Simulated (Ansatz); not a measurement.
Species: C$_{3}$H$_{8}$N, net charge -1, singlet state. It need not be the lowest isomer of its formula. Whether it binds its extra electron was not tested at this geometry. 
Coordinates optimised at B3LYP-D3(BJ)/def2-TZVP (Ansatz, a quantum-chemistry and plane-wave program):
SMILES: [CH2-]N(C)C
```xyz
12

N     -0.0021     0.0421     0.3792
C     -0.0075     1.4466    -0.1838
C      1.1787    -0.6472    -0.0718
C     -1.1704    -0.6608    -0.0835
H      0.8618     1.9446     0.2928
H     -0.8871     1.9344     0.2841
H      1.2760    -0.6291    -1.1823
H      1.1757    -1.6909     0.2732
H      2.0703    -0.1567     0.3332
H     -1.2568    -0.6438    -1.1949
H     -2.0715    -0.1807     0.3125
H     -1.1586    -1.7044     0.2616
```
Charge -1, spin multiplicity 1.

Basis-set convergence of Hartree-Fock and CCSD(T) correlation energies (hartree) with Ansatz. Cores are frozen in the correlated levels unless marked. No spin-orbit coupling. Non-relativistic. This anion needs diffuse functions, which these sets lack.

```csv
basis,functions,E(HF),"E(corr, CCSD(T))",rough core time
cc-pVDZ,96,-172.57431,-0.69581,under 20 s
cc-pVTZ,232,[?],[?],2.1 min
```

**Question.** Fill in the missing entries.

**Answer.** 
- cc-pVTZ, E(HF): -172.63287
- cc-pVTZ, E(corr, CCSD(T)): -0.84163
